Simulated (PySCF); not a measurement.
Computed with TPSSh-D3(BJ)/def2-TZVP // PBE0-D3(BJ)/def2-TZVP run with PySCF. All species are isolated molecules in the gas phase. 

Reference species (SMILES): `C` (neutral, multiplicity 1).

| Property | Result |
|---|---|
| hole reorganisation energy (four-point) | 3.102 eV |
| HOMO–LUMO gap | 11.68 eV |

Changed species: `O`.

Question: What does the change do to the hole reorganisation energy (four-point) and HOMO–LUMO gap?

Answer: the hole reorganisation energy (four-point) falls by 2.882 eV, to 0.220 eV; the HOMO–LUMO gap falls by 3.29 eV, to 8.39 eV.
